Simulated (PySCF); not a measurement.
Identify the unknown among the candidates.

All candidates are C5H5N.

| technique | computed result |
| --- | --- |
| NMR, other nuclei | isotropic shieldings of nuclei other than C and H, by class: -39 (1 N) ppm [GIAO PBE0/pcSseg-1] |
| XPS | C1s 290.7, C1s 290.8, C1s 291.9, C1s 292.4, C1s 293.2, N1s 405.2 eV [ΔSCF SCAN, pcX-2 on the ionised atom, pcseg-1 elsewhere, spin-free X2C] |
| Rotational structure | rotational constants A, B, C: 12.749, 1.513, 1.376 GHz [PBE0-D3(BJ)/def2-SVP] |
| Polarisability | 62.5 au [CAM-B3LYP/def2-SVPD] |
| 13C NMR | chemical shifts (computed TMS as zero) by class: 119.2 (1 C), 86.4 (1 C), 71.8 (1 C), 9.9 (1 C), 4.5 (1 C) ppm [GIAO PBE0/pcSseg-1] |
| UV, first state | lowest singlet excitation: 6.45 eV (192 nm, f = 0.000) [TDDFT CAM-B3LYP/def2-SVPD] |
| Triplet | lowest triplet excitation (Tamm–Dancoff): 5.37 eV [TDA CAM-B3LYP/def2-SVPD] |
| Couplings | largest of the computed one-bond spin–spin couplings (means over like bonds): 13C–13C +210.5, 13C–1H +142.5 (×2), 13C–1H +138.6 (×3), 13C–13C +85.1, 13C–13C +77.4, 13C–13C +69.6, 15N–13C -18.1 Hz [B3LYP/pcJ-1, spin–dipole term left out for some pairs] |
| 1H NMR | chemical shifts (computed TMS as zero) by class: 3.03 (2 H), 1.91 (3 H) ppm [GIAO PBE0/pcSseg-1] |

Electronic properties: PySCF, gas phase, density fitting. Levels stand in brackets. Isolated species at its PBE0-D3(BJ)/def2-SVP geometry, gas phase. NMR classes are plain means over equivalent atoms (diastereotopic ones count apart unless rotation or inversion swaps them), as if these changed places fast.

Question: Which candidate is it?
A. `CC1=C[C@@H]1C#N`
B. `CC#CCC#N`
C. `[H]/N=C\C(=C)C#C`
D. `C=C/C=C\C#N`
E. `C#CCCC#N`

Answer: B. It is `CC#CCC#N`. Numbering: `[CH3:1][C:2]#[C:3][CH2:4][C:5]#[N:6]`. Its formula, C5H5N, gives 4 degrees of unsaturation: 0 rings and 4 π bonds in the structure found. 5 carbons fall into 5 classes; from least to most shielded: nitrile carbon [C5] (119.2 ppm), alkyne carbon [C2] (86.4 ppm), alkyne carbon [C3] (71.8 ppm), sp3 carbon next to a nitrile [C4] (9.9 ppm), propargylic carbon [C1] (4.5 ppm). Hydrogen classes from least to most shielded: 2 H on an sp3 carbon next to a nitrile, C4 (3.03 ppm), 3 H on a propargylic carbon, C1 (1.91 ppm). The other shieldings belong to: -39 ppm, nitrile nitrogen [N6]. The couplings run between: +210.5 Hz, alkyne carbon [C2] and alkyne carbon [C3]; +142.5 Hz, sp3 carbon next to a nitrile [C4] and its hydrogen (with 1 like pair); +138.6 Hz, propargylic carbon [C1] and its hydrogen (with 2 like pairs); +85.1 Hz, alkyne carbon [C3] and sp3 carbon next to a nitrile [C4]; +77.4 Hz, propargylic carbon [C1] and alkyne carbon [C2]; +69.6 Hz, sp3 carbon next to a nitrile [C4] and nitrile carbon [C5]; -18.1 Hz, nitrile nitrogen [N6] and nitrile carbon [C5]. The core levels belong to: C1s 290.7 eV, alkyne carbon [C3]; C1s 290.8 eV, alkyne carbon [C2]; C1s 291.9 eV, propargylic carbon [C1]; C1s 292.4 eV, nitrile carbon [C5]; C1s 293.2 eV, sp3 carbon next to a nitrile [C4]; N1s 405.2 eV, nitrile nitrogen [N6]. The hole state at 290.8 eV has ⟨S²⟩ = 0.85 against 0.75, so that value is less sure. The hole state at 290.7 eV has ⟨S²⟩ = 0.84 against 0.75, so that value is less sure. The hole state at 292.4 eV has ⟨S²⟩ = 0.82 against 0.75, so that value is less sure. By its constants the optimised geometry is an asymmetric top.

The others, at the same levels:
- `CC1=C[C@@H]1C#N` fails: its computed 13C shifts are 127.7 (1 C), 121.8 (1 C), 103.3 (1 C), 11.9 (1 C), 6.4 (1 C) ppm, 1H shifts are 6.50 (1 H), 2.28 (3 H), 1.66 (1 H) ppm and rotational constant A is 7.928 GHz (against 12.749 GHz).
- `C#CCCC#N` fails: its computed 13C shifts are 122.7 (1 C), 83.4 (1 C), 77.6 (1 C), 18.5 (1 C), 18.2 (1 C) ppm, 1H shifts are 2.44 (2 H), 2.23 (2 H), 2.00 (1 H) ppm and rotational constant A is 25.583 GHz (against 12.749 GHz).
- `C=C/C=C\C#N` fails: its computed 13C shifts are 157.9 (1 C), 142.0 (1 C), 135.8 (1 C), 120.7 (1 C), 105.2 (1 C) ppm, 1H shifts are 7.18 (1 H), 6.69 (1 H), 5.96 (1 H), 5.89 (1 H), 5.14 (1 H) ppm and lowest singlet excitation is 5.21 eV (238 nm, f = 0.667) (against 6.45 eV).
- `[H]/N=C\C(=C)C#C` fails: its computed lowest singlet excitation is 4.77 eV (260 nm, f = 0.003) (against 6.45 eV), lowest triplet excitation (Tamm–Dancoff) is 3.14 eV (against 5.37 eV) and static isotropic polarisability is 68.5 au (against 62.5 au).

Each candidate is one conformer, not necessarily the lowest. The conformers computed, where there is a choice (atom-mapped SMILES and torsion angles):
- `[CH:1]#[C:2][CH2:3][CH2:4][C:5]#[N:6]`: C2–C3–C4–C5 180°
- `[CH2:1]=[CH:2]/[CH:3]=[CH:4]\[C:5]#[N:6]`: C1–C2–C3–C4 180°
- `[H]/[N:6]=[CH:5]\[C:3]([C:2]#[CH:1])=[CH2:4]`: C2–C3–C5–N6 0°
